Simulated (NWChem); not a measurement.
Molecule: nitrogen (N2); SMILES N#N

```xyz
2

N      0.0000     0.0000     0.5447
N      0.0000     0.0000    -0.5447
```
Atoms are numbered in this order, from 1.

Level: PBE0-D3(BJ)/def2-TZVP (NWChem), optimised geometry, unscaled harmonic frequencies. 

```tsv
frequency (cm⁻¹)	IR intensity (km/mol)
2484	0.0
```

```json
{
 "zero_point_energy": "3.5 kcal/mol",
 "thermal correction to the enthalpy at 298.15 K (with zero-point energy)": "5.6 kcal/mol",
 "heat capacity Cv": "5.0 cal/(mol K)",
 "entropy at 298.15 K and 1 atm (symmetry number 2)": "45.7 cal/(mol K)",
 "dipole_moment": "0.00 D"
}
```

Rigid rotor and harmonic oscillator.
